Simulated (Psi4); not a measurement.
# Worked example: ideal-gas entropy of CH2BN (SMILES BC#N)

A singlet with charge 0, relaxed at B3LYP-D3(BJ)/def2-TZVP (density fitting) (Psi4 1.11):

```xyz
5

B    -0.2193    0.4414   -0.3420
C     0.3526   -0.6964    0.4905
N     0.7866   -1.5598    1.1223
H    -0.7427    0.1892   -1.3742
H    -0.1267    1.5505    0.0631
```

Harmonic wavenumbers in cm⁻¹: 288, 322, 879, 885, 1005, 1222, 2304, 2641, 2733.

Masses in u: B 10.81, C 12.011, N 14.007, H 1.008. Take T = 298.15 K, p = 1 bar, R = 8.3145 J/(mol K), kT/hc = 207.22 cm⁻¹, rigid rotor and harmonic oscillator.

Question: Work out S° at 298 K.

Answer: 
1. Translation (Sackur–Tetrode): S = R[3/2 ln M + 5/2 ln T − 1.1517] with M = 38.844 gives 154.5 J/(mol K).
2. Rotation: principal moments 2.166, 52.016, 54.182 u Å² give A, B, C = 7.7814, 0.3241, 0.3111 cm⁻¹; the symmetry number is σ = 2; q = (√π/σ)√((kT/hc)³/ABC) = 2985; S = R(ln q + 3/2) = 79.0.
3. Vibration: with u = ν̃/207.22, each mode gives R[u/(eᵘ − 1) − ln(1 − e⁻ᵘ)]; the sum is 13.5, most from 288 cm⁻¹ (6.2), 322 cm⁻¹ (5.4), 879 cm⁻¹ (0.6).
4. Spin: R ln 1 = 0.0.
5. Sum: 154.5 + 79.0 + 13.5 + 0.0 = 247.0 J/(mol K).

No measured value is set beside it here. Where a soft mode is a torsion, a harmonic oscillator describes it poorly.
